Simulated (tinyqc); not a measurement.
Worked calculation: CCD on RHF in the sto-6g basis, for H2F+, spin multiplicity 1. One step of it, computed by the program tinyqc.

Question. CCD: starting amplitudes. t_ij^ab = <ij||ab> / (e_i + e_j - e_a - e_b), whose energy is MP2.

orbital energies (hartree): MO1 -26.934606, MO2 -2.044326, MO3 -1.181754, MO4 -1.057713, MO5 -1.032724, MO6 -0.044798, MO7 0.129682

Two-electron integrals over orbitals (pq|rs), unique and non-zero (hartree):
```
(11|11) 5.381201    (21|11) -0.517725   (21|21) 0.080694    (22|11) 1.224027
(22|21) -0.021124   (22|22) 0.862525    (31|11) 0.002789    (31|21) -0.000372
(31|22) 0.000310    (31|31) 0.017560    (32|11) -0.001694   (32|21) 0.000184
(32|22) 0.000544    (32|31) 0.025492    (32|32) 0.157191    (33|11) 0.982530
(33|21) -0.007655   (33|22) 0.756143    (33|31) -0.000131   (33|32) -0.000693
(33|33) 0.731794    (41|11) 0.126612    (41|21) -0.017048   (41|22) 0.013159
(41|31) 0.000144    (41|32) 0.000011    (41|33) 0.004330    (41|41) 0.029427
(42|11) -0.091419   (42|21) 0.007983    (42|22) 0.001421    (42|31) 0.000006
(42|32) 0.000157    (42|33) -0.005464   (42|41) 0.030903    (42|42) 0.162969
(43|11) 0.002023    (43|21) -0.000082   (43|22) 0.000845    (43|31) -0.003341
(43|32) 0.006902    (43|33) 0.000858    (43|41) -0.000185   (43|42) -0.001021
(43|43) 0.047431    (44|11) 1.172909    (44|21) -0.013956   (44|22) 0.825192
(44|31) 0.000022    (44|32) -0.001132   (44|33) 0.714513    (44|41) -0.010838
(44|42) -0.087334   (44|43) 0.001221    (44|44) 0.903075    (51|51) 0.030387
(52|51) 0.039115    (52|52) 0.182696    (53|51) -0.000197   (53|52) -0.000702
(53|53) 0.037956    (54|51) -0.008893   (54|52) -0.032155   (54|53) 0.000241
(54|54) 0.054229    (55|11) 1.265978    (55|21) -0.013532   (55|22) 0.883914
(55|31) 0.000071    (55|32) -0.000837   (55|33) 0.744090    (55|41) 0.003145
(55|42) -0.048073   (55|43) 0.001146    (55|44) 0.841721    (55|55) 0.998085
(61|11) 0.226435    (61|21) -0.037016   (61|22) 0.005577    (61|31) 0.000522
(61|32) 0.000433    (61|33) 0.002266    (61|41) -0.004334   (61|42) -0.018425
(61|43) 0.000053    (61|44) 0.012368    (61|55) 0.005533    (61|61) 0.022725
(62|11) -0.298801   (62|21) 0.008644    (62|22) -0.145623   (62|31) 0.000287
(62|32) 0.001834    (62|33) -0.089042   (62|41) -0.017039   (62|42) -0.040574
(62|43) -0.000524   (62|44) -0.108644   (62|55) -0.151654   (62|61) 0.003184
(62|62) 0.075073    (63|11) 0.010425    (63|21) -0.000217   (63|22) 0.005534
(63|31) -0.003884   (63|32) 0.027990    (63|33) 0.004533    (63|41) 0.000019
(63|42) -0.001333   (63|43) 0.017990    (63|44) 0.004611    (63|55) 0.005845
(63|61) 0.000029    (63|62) -0.002193   (63|63) 0.070882    (64|11) -0.251605
(64|21) 0.002626    (64|22) -0.135534   (64|31) -0.000199   (64|32) -0.001306
(64|33) -0.078905   (64|41) -0.006831   (64|42) 0.002071    (64|43) -0.000471
(64|44) -0.143031   (64|55) -0.138566   (64|61) 0.001829    (64|62) 0.059824
(64|63) -0.003565   (64|64) 0.068045    (65|51) -0.014021   (65|52) -0.053420
(65|53) 0.000787    (65|54) -0.007208   (65|65) 0.025768    (66|11) 0.687078
(66|21) -0.005801   (66|22) 0.565134    (66|31) -0.000374   (66|32) -0.004496
(66|33) 0.550889    (66|41) 0.015556    (66|42) 0.065846    (66|43) -0.002733
(66|44) 0.531834    (66|55) 0.541305    (66|61) -0.004132   (66|62) -0.050119
(66|63) -0.004240   (66|64) -0.025636   (66|66) 0.541521    (71|11) -0.007508
(71|21) 0.001267    (71|22) -0.000074   (71|31) 0.017629    (71|32) 0.024516
(71|33) -0.000270   (71|41) -0.000062   (71|42) 0.000329    (71|43) -0.003471
(71|44) -0.000311   (71|55) -0.000179   (71|61) -0.000294   (71|62) 0.000365
(71|63) -0.003665   (71|64) -0.000186   (71|66) -0.000402   (71|71) 0.017750
(72|11) 0.010317    (72|21) -0.000269   (72|22) 0.005096    (72|31) 0.017632
(72|32) 0.066493    (72|33) 0.002246    (72|41) 0.000328    (72|42) 0.000247
(72|43) -0.021573   (72|44) 0.004164    (72|55) 0.005106    (72|61) 0.000367
(72|62) -0.000944   (72|63) -0.026445   (72|64) -0.001980   (72|66) 0.001799
(72|71) 0.017054    (72|72) 0.056724    (73|11) 0.429435    (73|21) -0.008131
(73|22) 0.211025    (73|31) 0.000024    (73|32) -0.002149   (73|33) 0.163039
(73|41) -0.001216   (73|42) -0.054628   (73|43) 0.000184    (73|44) 0.205914
(73|55) 0.232248    (73|61) 0.004916    (73|62) -0.072432   (73|63) 0.001745
(73|64) -0.080473   (73|66) 0.017824    (73|71) -0.000152   (73|72) 0.003043
(73|73) 0.160835    (74|11) 0.002803    (74|21) -0.000010   (74|22) 0.001280
(74|31) -0.007156   (74|32) -0.053507   (74|33) 0.000920    (74|41) 0.000302
(74|42) 0.000974    (74|43) 0.010002    (74|44) 0.001583    (74|55) 0.001449
(74|61) -0.000293   (74|62) -0.001439   (74|63) -0.040912   (74|64) 0.000442
(74|66) 0.003692    (74|71) -0.007131   (74|72) -0.011504   (74|73) 0.002189
(74|74) 0.046349    (75|51) 0.000456    (75|52) 0.001738    (75|53) 0.025663
(75|54) -0.000075   (75|65) -0.000267   (75|75) 0.020190    (76|11) 0.000971
(76|21) -0.000026   (76|22) -0.000418   (76|31) -0.010178   (76|32) -0.096306
(76|33) 0.000498    (76|41) -0.000302   (76|42) -0.001001   (76|43) -0.045732
(76|44) 0.001349    (76|55) 0.000404    (76|61) -0.000067   (76|62) 0.000227
(76|63) -0.087190   (76|64) 0.002577    (76|66) 0.008561    (76|71) -0.009954
(76|72) 0.004287    (76|73) 0.003673    (76|74) 0.058103    (76|76) 0.163865
(77|11) 0.804429    (77|21) -0.007631   (77|22) 0.615579    (77|31) 0.000671
(77|32) 0.005481    (77|33) 0.615362    (77|41) 0.002921    (77|42) 0.005987
(77|43) 0.002311    (77|44) 0.594232    (77|55) 0.603437    (77|61) 0.002664
(77|62) -0.047314   (77|63) 0.006466    (77|64) -0.030588   (77|66) 0.536366
(77|71) 0.000518    (77|72) 0.001569    (77|73) 0.073586    (77|74) -0.003000
(77|76) -0.007904   (77|77) 0.578970
```

Give: Starting amplitudes; correlation energy.

Answer.

Starting amplitudes (spin orbitals 1a, 1b, ...; amplitudes related by a flip of all spins are not repeated; the 24 largest):
```
from      to         t
3a 3b  7a 7b   -0.0613
3a 4b  6b 7a   -0.0346
4a 4b  6a 6b   -0.0336
3a 3b  6a 6b   -0.0312
2a 3b  6a 7b    0.0219
2a 4b  6a 6b   -0.0199
4a 4b  7a 7b   -0.0195
2a 2b  6a 6b   -0.0188
3a 4b  6a 7b    0.0176
3a 4a  6a 7a   -0.0170
2a 3a  6a 7a    0.0139
2a 2b  7a 7b   -0.0130
5a 5b  6a 6b   -0.0130
5a 5b  7a 7b   -0.0087
2a 3b  6b 7a   -0.0080
2a 4b  7a 7b    0.0034
3a 4b  6a 6b    0.0017
3a 4b  7a 7b   -0.0009
2a 3b  7a 7b   -0.0009
3a 3b  6a 7b   -0.0007
2a 3b  6a 6b    0.0007
2a 4b  6b 7a   -0.0006
1a 2b  7a 7b   -0.0006
2a 4b  6a 7b  4.52e-04
```

correlation energy = -0.033685 hartree
